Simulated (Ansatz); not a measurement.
This geometry of BFH2 + ClH (6 atoms, charge 0, multiplicity 1) is a first-order saddle point.

Theory: RKS B3LYP-D4/def2-SVP in Ansatz 0.2.0.

```xyz
6
Properties=species:S:1:pos:R:3
B 0.012 -0.188 0.029
F 0.007 0.130 1.543
H 1.060 0.111 -0.466
H -1.059 0.043 -0.455
Cl 0.076 -2.166 0.542
H 0.042 -1.045 1.619
```

**Question.** Which two structures does it join? (They come from a converged band through this point; their orientation in space is the band's.)

**Answer.** Bonds broken: B1–F2, Cl5–H6. Bonds formed: B1–Cl5, F2–H6. BFH2 + ClH becomes BClH2 + FH.

First end point:

```xyz
6
Properties=species:S:1:pos:R:3
B -0.007 0.299 -0.051
F -0.010 0.590 1.245
H 1.060 0.249 -0.610
H -1.073 0.179 -0.599
Cl 0.093 -2.590 0.887
H 0.075 -1.842 1.940
```

Last end point:

```xyz
6
Properties=species:S:1:pos:R:3
B 0.016 -0.423 -0.226
F 0.009 0.123 1.809
H 1.057 0.107 -0.491
H -1.060 0.038 -0.480
Cl 0.076 -2.184 0.126
H 0.040 -0.775 2.073
```

**Question.** How far does it lie above each of them?

**Answer.** 0.92 eV above the first and 0.32 eV above the second. This is the barrier of this one path; another mechanism may lie lower. The orbitals stay closed-shell, which can raise the energy where a bond breaks towards radicals; this wasn't checked here.

Time of the run: 62 s on 1 thread of Arm Neoverse V2, with other jobs on the host, peak memory 0.11 GiB.
